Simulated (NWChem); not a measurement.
The numbers come from NWChem runs, not from measurements. System: nitric oxide (NO), charge 0, spin multiplicity 2, at a geometry optimised with UPBE0/def2-SVP. Its SCF solution wasn't tested for a lower state. Level: UB2PLYP/def2-TZVP, 2 core orbitals frozen.

The NWChem input:

```
start mol
memory heap 200 mb stack 800 mb global 1000 mb
geometry units angstroms nocenter noautoz
  N      0.000000     0.000000     0.609265
  O      0.000000     0.000000    -0.533107
  symmetry group C2v
end
basis spherical
  * library def2-tzvp
end
dft
  xc hfexch 0.53 becke88 0.47 lyp 0.73 mp2 0.27
  dftmp2
  odft
  mult 2
  semidirect memsize 60000000 filesize 0
  iterations 100
end
mp2
  freeze core 2
end
task dft energy
```

NWChem printed:

```
             Northwest Computational Chemistry Package (NWChem) 7.3.0
             --------------------------------------------------------

                                NWChem Input Module
                                -------------------

 Scaling coordinates for geometry "geometry" by  1.889725989
 (inverse scale =  0.529177249)

 Turning off AUTOSYM since
 SYMMETRY directive was detected!

                             Geometry "geometry" -> ""
                             -------------------------

 Output coordinates in angstroms (scale by  1.889725989 to convert to a.u.)

  No.       Tag          Charge          X              Y              Z
 ---- ---------------- ---------- -------------- -------------- --------------
    1 N                    7.0000     0.00000000     0.00000000     0.60926500
    2 O                    8.0000     0.00000000     0.00000000    -0.53310700

 Effective nuclear repulsion energy (a.u.)      25.9406970269

            Nuclear Dipole moment (a.u.)
            ----------------------------
        X                 Y               Z
 ---------------- ---------------- ----------------
     0.0000000000     0.0000000000    -0.0000018897

      Symmetry information
      --------------------

 Group name             C2v
 Group number             16
 Group order               4
 No. of unique centers     2

      Symmetry unique atoms

     1    2


 Summary of "ao basis" -> "" (spherical)
 ------------------------------------------------------------------------------
       Tag                 Description            Shells   Functions and Types
 ---------------- ------------------------------  ------  ---------------------
 *                         def2-tzvp                  on all atoms

  dft_input: which_mp2 not specified, using semidirect MP2 by default.

                                 NWChem DFT Module
                                 -----------------

 Summary of "ao basis" -> "ao basis" (spherical)
 ------------------------------------------------------------------------------
       Tag                 Description            Shells   Functions and Types
[...]
     2   0 2 0     -7.161061     -3.734664     -3.426397      0.000000
     2   0 1 1      0.000000      0.000000      0.000000      0.000000
     2   0 0 2     -8.439442    -13.925423    -11.912428     17.398409

                   NWChem MP2 Semi-direct Energy/Gradient Module
                   ---------------------------------------------

  Basis functions       =     62
  Molecular orbitals    =     62
  Frozen core           =      2
  Frozen virtuals       =      0
  Active alpha occupied =      6
  Active beta occupied  =      5
  Active alpha virtual  =     54
  Active beta virtual   =     55
  Use MO symmetry       = T
  Use skeleton AO sym   = T

  AO/Fock/Back tols     =   1.0D-09  1.0D-09  1.0D-09

 GA uses MA = F    GA memory limited = T

 Available:
  local mem=  3.29D+07
 global mem=  1.31D+08
 local disk=  0.00D+00
  mp2_memr nvloc                    54
  nvloc new                    54
   1 passes of   6:        4194304                      24035                   2156970.
   1 passes of   6: M     32855140           G      131064312           F      28660836.

 Semi-direct pass number   1 of   1  for UHF alpha       at        1.2s
  vrange nnbf                  1952
  mp2_eaftype                    10  avail_ma_in_mb                   286
 EAF : mp2_eaftype filesize          10    1078485.
  mp2_eaf for mointskh                     10
Node 0 wrote      5.1 Mb in      0.0 s     Agg I/O rate:  1225.3 Mb/s
 Done moints_semi at        1.9s
  mp2_eaftype                    10  avail_ma_in_mb                   286
 EAF : mp2_eaftype filesize          10    1078485.
  mp2_eaf for kh                    10
 Done maket at        2.0s
 Done multipass loop at        2.0s

 GA uses MA = F    GA memory limited = T

 Available:
  local mem=  3.29D+07
 global mem=  1.31D+08
 local disk=  0.00D+00
  mp2_memr nvloc                    55
  nvloc new                    55
   1 passes of   5:        4194304                      21586                   1831767.
   1 passes of   5: M     32855140           G      131064312           F      28660836.

 Semi-direct pass number   1 of   1  for UHF beta        at        2.0s
  vrange nnbf                  1952
  mp2_eaftype                    10  avail_ma_in_mb                   286
 EAF : mp2_eaftype filesize          10     915884.
  mp2_eaf for mointskh                     10
Node 0 wrote      4.3 Mb in      0.0 s     Agg I/O rate:  1540.2 Mb/s
 Done moints_semi at        2.6s
  mp2_eaftype                    10  avail_ma_in_mb                   286
 EAF : mp2_eaftype filesize          10     915884.
  mp2_eaf for kh                    10
 Done maket at        2.7s
 Done multipass loop at        2.7s

          -------------------------------------------
          DFT energy                    -129.733228809648
          Unscaled MP2 energy             -0.489733593127
          Total DFT+MP2 energy          -129.865456879792
          -------------------------------------------

 -----------------------
 Performance information
 -----------------------

 Timer overhead =  2.29D-07 seconds/call

               Nr. of calls         CPU time (s)                 Wall time (s)                GFlops
             ---------------    -------------------     ------------------------------   -------------------
Name         Min   Avg   Max    Min     Avg     Max     Min     Avg     Max   Mx/calls   Min     Max     Sum
mp2: moin     2     2     2    1.4     1.4     1.4      1.4     1.4     1.4    0.69      0.0     0.0     0.0
mp2: make     2     2     2   9.84E-2 9.84E-2 9.84E-2  9.84E-2 9.84E-2 9.84E-2 4.92E-2   0.0     0.0     0.0
mp2: tota     1     1     1    1.6     1.6     1.6      1.6     1.6     1.6     1.6      0.0     0.0     0.0

 The average no. of pstat calls per process was 5.00D+00
 with a timing overhead of 1.14D-06s

 Task  times  cpu:        2.7s     wall:        2.7s

 Total times  cpu:        2.7s     wall:        2.7s
```
